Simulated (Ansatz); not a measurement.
The input, for Ansatz 0.2.0:

```yaml
crystal:
  periodic: [false, false, false]
  atoms:
    - {symbol: Ga, position_ang: [-0.023560, 0.321095, 1.533317]}
    - {symbol: Al, position_ang: [-0.042639, -1.756433, 0.013178]}
    - {symbol: Ga, position_ang: [0.023571, 0.364262, -1.538422]}
    - {symbol: H, position_ang: [1.140658, -0.390750, 0.000367]}
basis:
  gaussian: {orbitals: def2-SVPD}
magnetization: {spin_polarized: false, initial_magnetization: 2}
correlation: {active_space: {ras: {orbitals: [4, 2, 69], electrons: 10, max_holes: 2, max_particles: 2}, fixed_orbitals: true}}
```

```sh
$ ansatz run in.yaml --threads 1 --pin off --events-out ev --progress --plain --max-ram 2393MiB
```

Log:

```
1013 factors; integrals over basis functions are off by at most 1.0e-3 eV
mean field evaluation 1: about -111249.5778 eV, gradient 7.0e0 eV
mean field evaluation 2: about -111249.5798 eV, gradient 7.0e0 eV
mean field evaluation 4: about -111250.0164 eV, gradient 1.5e0 eV
mean field evaluation 8: about -111250.0508 eV, gradient 3.1e-2 eV
mean field evaluation 16: about -111250.0291 eV, gradient 5.4e-1 eV
mean field evaluation 32: about -111248.7429 eV, gradient 5.2e0 eV
mean field -111250.05081873 eV, -4088.3639595956 hartree, gradient 1.6e-6 eV, S^2 2.000000; 8 other end points of the search recorded, 0 dependent functions left out
reference -111250.05081873 eV, -4088.3639595956 hartree; 39, 37 occupied and 69, 71 virtual orbitals, 1013 factors
state -111255.08457440 eV, -4088.5489467042 hartree
Total energy: -111255.08457440 eV, -4088.5489467042 hartree
```

Natural occupations: 1.9674 1.9401 1.9394 1.9243 0.9873 0.9837 0.0421 0.0276 0.0258 0.0250 0.0217 0.0188 0.0164 0.0095 0.0082 0.0075 0.0066 0.0053 0.0047 0.0040 0.0037 0.0033 0.0029 0.0028.

Ran on 1 thread of Arm Neoverse V2, shared host: 25 s wall, 0.44 GiB peak host memory.
